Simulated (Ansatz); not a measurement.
System: solid bromine. Method: HSE06 in Ansatz (plane waves, PAW).

Numerical settings: plane-wave cutoff 500 eV, 6×6×4 k mesh (along the axes of the cell as run), gaussian smearing 0.02 eV, scalar-relativistic PAW data made under PBE.

Computed at the level's own relaxed cell.

Q: Estimate the c axis length, band gap and lattice parameter b that the calculation returns.

A: 
- c axis length: 8.885 Å
- band gap: 2.94 eV (on the SCF k mesh)
- lattice parameter b: 4.501 Å

Note: the cell comes from a level without a dispersion term, which matters for the spacing of layers, chains or molecules.

Spin–orbit coupling is not included.

Ansatz is a program for electronic structure.
